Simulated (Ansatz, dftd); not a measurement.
Reaction: C3H6 (prop-1-ene, SMILES C=CC) → C3H5 (SMILES [CH]=CC, doublet) + H (doublet) (the C-H bond breaks)
Each species at its own B3LYP-D3(BJ)/def2-TZVP minimum (Ansatz, a quantum-chemistry and plane-wave program).

Quantity: bond dissociation energy (electronic), in kcal/mol. Open shells are spin-unrestricted; no spin-orbit coupling. Cores are frozen in correlated methods. Rows without X2C or -DK are non-relativistic. CBS(X,Y): correlation extrapolated as X^-3, Hartree-Fock from the larger set. A bracket is a step between two methods taken in the basis named. The functionals are non-relativistic, so their misses hold any scalar relativity. Double hybrids freeze cores in their MP2 part. '+ core + X2C': CCSD(T) terms for core correlation (cc-pwCVTZ) and scalar relativity (cc-pVTZ-DK). For partners of very few electrons the exact lower level stands in for a higher one. The UHF reference of C3H5 ([CH]=CC, doublet) is spin-contaminated (<S^2> up to 0.18 over the pure value in the sets run).

Compared with CCSD(T)/CBS(cc-pVTZ,cc-pVQZ) + [CCSDT(Q) - CCSD(T)]/cc-pVDZ + core + X2C (Ansatz): 118.6 kcal/mol.

Costs are rough ratios of core time, to one figure, on one kind of shared machine, summed over the single points of the molecules; atoms, geometries and frequencies are left out. The first row took roughly 10 core seconds; short runs hold start-up time.

| level | program | cost relative to the first row | difference (kcal/mol) |
|---|---|---|---|
| PBE-D4/def2-TZVPD | Ansatz + dftd4 | 1 | -4.3 |
| B3LYP-D4/def2-TZVPD | Ansatz + dftd4 | 1 | -1.9 |
| B2GP-PLYP-D3(BJ)/def2-TZVPD | Ansatz + dftd3 | 2 | -1.8 |
| B2GP-PLYP/def2-TZVPD | Ansatz | 2 | -2.0 |
| B2PLYP-D4/def2-TZVPD | Ansatz + dftd4 | 2 | -2.1 |
| B2PLYP/def2-TZVPD | Ansatz | 2 | -2.3 |
| CCSD(T)/cc-pVTZ | Ansatz | 9 | -0.9 |

The dearest row costs roughly 9 times the first. Costs within a factor of two don't rank. The table holds for this case alone.
